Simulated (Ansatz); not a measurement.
**Two structures, one formula**

Two relaxed structures of CH$_{4}$NSi, doublet (PBE0-D4/def2-TZVP; forces vanish, vibrations not checked).

A:

```json
{"atom": "N1", "x (Å)": "-0.4083", "y (Å)": "-1.4591", "z (Å)": "0.0256"}
{"atom": "C2", "x (Å)": "0.0028", "y (Å)": "-0.3572", "z (Å)": "-0.3179"}
{"atom": "Si3", "x (Å)": "0.8777", "y (Å)": "1.0908", "z (Å)": "0.4538"}
{"atom": "H4", "x (Å)": "-0.8718", "y (Å)": "-2.0573", "z (Å)": "-0.6642"}
{"atom": "H5", "x (Å)": "2.1264", "y (Å)": "1.2777", "z (Å)": "-0.3237"}
{"atom": "H6", "x (Å)": "-0.0144", "y (Å)": "2.2595", "z (Å)": "0.2615"}
{"atom": "H7", "x (Å)": "1.2001", "y (Å)": "0.9317", "z (Å)": "1.9001"}
```

B:

```tsv
atom	x (Å)	y (Å)	z (Å)
N1	-0.1923	-1.4266	-0.2828
C2	-0.3010	-0.1008	-0.4147
Si3	0.8956	1.0827	0.3640
H4	-0.8383	-2.0731	-0.7027
H5	-1.1577	0.1902	-1.0206
H6	0.1627	2.2962	-0.1966
H7	0.5645	-1.8169	0.2582
```

Ansatz 0.2.0; basis: def2-TZVPP; cores frozen in the correlated methods; orbitals are unrestricted. B3LYP uses VWN-RPA correlation.

(1) Which structure is lower at CCSD(T), and by how much? (To be estimated.)

(2) Do the other methods give the same order? (Judge from chemistry; the calculation decides.)

The T1 diagnostic stays at or below 0.028. ⟨S²⟩ of the unrestricted Hartree–Fock references: 0.76 to 0.81 (a pure state has 0.75). The unrestricted reference is spin-contaminated, which hurts MP2 most.

Results:

(1) The calculation gives: A, by 0.202 eV (electronic energy, against the other). By their contacts, A is CH₄NSi ([NH][C][SiH3]) and B is CH₄NSi ([NH2][CH][SiH]).

(2) By the calculation: Not all: PBE-D4, PBE0-D4 give the other order.

```csv
method,E(B) − E(A) (eV)
PBE-D4,-0.033
r2SCAN-D4,0.118
PBE0-D4,-0.015
B3LYP-D4,0.110
wB97M-V,0.053
HF,0.460
MP2,0.102
CCSD,0.205
CCSD(T),0.202
```

Labels in which every atom is bracketed show which atoms are joined, not bond orders.

For scale, one of the runs: CCSD(T)/def2-TZVPP, 160 basis functions, launched by `ansatz run in.yaml --threads 2 --pin off --events-out ev --progress --plain --max-ram 4352MiB`. Hardware: 2 CPU threads of an Arm Neoverse V1, shared host. Wall time 73 s; peak host memory 2.7 GiB.
